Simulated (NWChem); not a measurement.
Everything below was run with NWChem. System: C₂H₂, charge 1, spin multiplicity 2, at the geometry of a parent with another charge or spin, in a state set for the comparison that need not be this species' ground state. Its SCF solution wasn't tested for a lower state. Level: UHF/def2-TZVP.

Input file:

```
start mol
memory heap 200 mb stack 800 mb global 1000 mb
charge 1
geometry units angstroms nocenter noautoz
  C      0.000000     0.000000    -0.604265
  C      0.000000     0.000000     0.604265
  H      0.000000     0.000000    -1.679242
  H      0.000000     0.000000     1.679242
  symmetry group D2h
end
basis spherical
  * library def2-tzvp
end
scf
  uhf
  nopen 1
  maxiter 100
  thresh 1e-7
  semidirect memsize 60000000 filesize 0
  # guess.movecs holds the orbitals of an unrestricted PBE0 run
  vectors input guess.movecs output mol.movecs
end
task scf energy
```

Part of the output:

```
             Northwest Computational Chemistry Package (NWChem) 7.3.0
             --------------------------------------------------------

                                NWChem Input Module
                                -------------------

 Scaling coordinates for geometry "geometry" by  1.889725989
 (inverse scale =  0.529177249)

 Turning off AUTOSYM since
 SYMMETRY directive was detected!

                             Geometry "geometry" -> ""
                             -------------------------

 Output coordinates in angstroms (scale by  1.889725989 to convert to a.u.)

  No.       Tag          Charge          X              Y              Z
 ---- ---------------- ---------- -------------- -------------- --------------
    1 C                    6.0000     0.00000000     0.00000000    -0.60426500
    2 C                    6.0000     0.00000000     0.00000000     0.60426500
    3 H                    1.0000     0.00000000     0.00000000    -1.67924200
    4 H                    1.0000     0.00000000     0.00000000     1.67924200

 Effective nuclear repulsion energy (a.u.)      24.6089184991

            Nuclear Dipole moment (a.u.)
            ----------------------------
        X                 Y               Z
 ---------------- ---------------- ----------------
     0.0000000000     0.0000000000     0.0000000000

      Symmetry information
      --------------------

 Group name             D2h
 Group number             26
 Group order               8
 No. of unique centers     2

      Symmetry unique atoms

     1    3


 Summary of "ao basis" -> "" (spherical)
 ------------------------------------------------------------------------------
       Tag                 Description            Shells   Functions and Types
 ---------------- ------------------------------  ------  ---------------------
 *                         def2-tzvp                  on all atoms

 Summary of "ao basis" -> "ao basis" (spherical)
 ------------------------------------------------------------------------------
       Tag                 Description            Shells   Functions and Types
[...]
     9      0.234141  1 C  px                40     -0.234141  2 C  px

 Vector    9  Occ=0.000000D+00  E=-6.371677D-02  Symmetry=b3g
              MO Center= -1.2D-16, -1.2D-15,  1.6D-15, r^2= 3.3D+00
   Bfn.  Coefficient  Atom+Function         Bfn.  Coefficient  Atom+Function
  ----- ------------  ---------------      ----- ------------  ---------------
    13      0.973694  1 C  py                44     -0.973694  2 C  py
     7      0.219935  1 C  py                38     -0.219935  2 C  py
    10      0.154474  1 C  py                41     -0.154474  2 C  py

 center of mass
 --------------
 x =   0.00000000 y =   0.00000000 z =   0.00000000

 moments of inertia (a.u.)
 ------------------
          51.591547021263           0.000000000000           0.000000000000
           0.000000000000          51.591547021263           0.000000000000
           0.000000000000           0.000000000000           0.000000000000

  Mulliken analysis of the total density
  --------------------------------------

    Atom       Charge   Shell Charges
 -----------   ------   -------------------------------------------------------
    1 C    6     5.81   0.86  1.12  0.56  0.55  0.12  1.15  1.23  0.16  0.02  0.04  0.01
    2 C    6     5.81   0.86  1.12  0.56  0.55  0.12  1.15  1.23  0.16  0.02  0.04  0.01
    3 H    1     0.69   0.24  0.40  0.03  0.03
    4 H    1     0.69   0.24  0.40  0.03  0.03

  Mulliken analysis of the alpha density
  --------------------------------------

    Atom       Charge   Shell Charges
 -----------   ------   -------------------------------------------------------
    1 C    6     3.17   0.43  0.56  0.29  0.28  0.06  0.67  0.74  0.10  0.01  0.03  0.00
    2 C    6     3.17   0.43  0.56  0.29  0.28  0.06  0.67  0.74  0.10  0.01  0.03  0.00
    3 H    1     0.33   0.11  0.19  0.01  0.01
    4 H    1     0.33   0.11  0.19  0.01  0.01

   Mulliken analysis of the beta density
   -------------------------------------

    Atom       Charge   Shell Charges
 -----------   ------   -------------------------------------------------------
    1 C    6     2.64   0.43  0.56  0.28  0.27  0.06  0.48  0.49  0.06  0.01  0.01  0.00
    2 C    6     2.64   0.43  0.56  0.28  0.27  0.06  0.48  0.49  0.06  0.01  0.01  0.00
    3 H    1     0.36   0.12  0.21  0.02  0.01
    4 H    1     0.36   0.12  0.21  0.02  0.01

   Mulliken analysis of the spin density
   -------------------------------------

    Atom       Charge   Shell Charges
 -----------   ------   -------------------------------------------------------
    1 C    6     0.53  -0.00 -0.00  0.01  0.01  0.00  0.19  0.26  0.04  0.00  0.01  0.00
    2 C    6     0.53  -0.00 -0.00  0.01  0.01  0.00  0.19  0.26  0.04  0.00  0.01  0.00
    3 H    1    -0.03  -0.01 -0.02 -0.00  0.00
    4 H    1    -0.03  -0.01 -0.02 -0.00  0.00

       Multipole analysis of the density wrt the origin
       ------------------------------------------------

     L   x y z        total         alpha         beta         nuclear
     -   - - -        -----         -----         ----         -------
     0   0 0 0      1.000000     -7.000000     -6.000000     14.000000

     1   1 0 0      0.000000      0.000000      0.000000      0.000000
     1   0 1 0     -0.000000     -0.000000     -0.000000      0.000000
     1   0 0 1      0.000000      0.000000      0.000000      0.000000

     2   2 0 0     -8.459738     -4.508274     -3.951464      0.000000
     2   1 1 0      0.000000      0.000000      0.000000      0.000000
     2   1 0 1     -0.000000     -0.000000      0.000000      0.000000
     2   0 2 0     -7.118795     -4.580915     -2.537879      0.000000
     2   0 1 1     -0.000000     -0.000000      0.000000      0.000000
     2   0 0 2     -0.467727    -18.600206    -17.654377     35.786856

 Task  times  cpu:        0.8s     wall:        0.8s

 Total times  cpu:        0.9s     wall:        0.9s
```
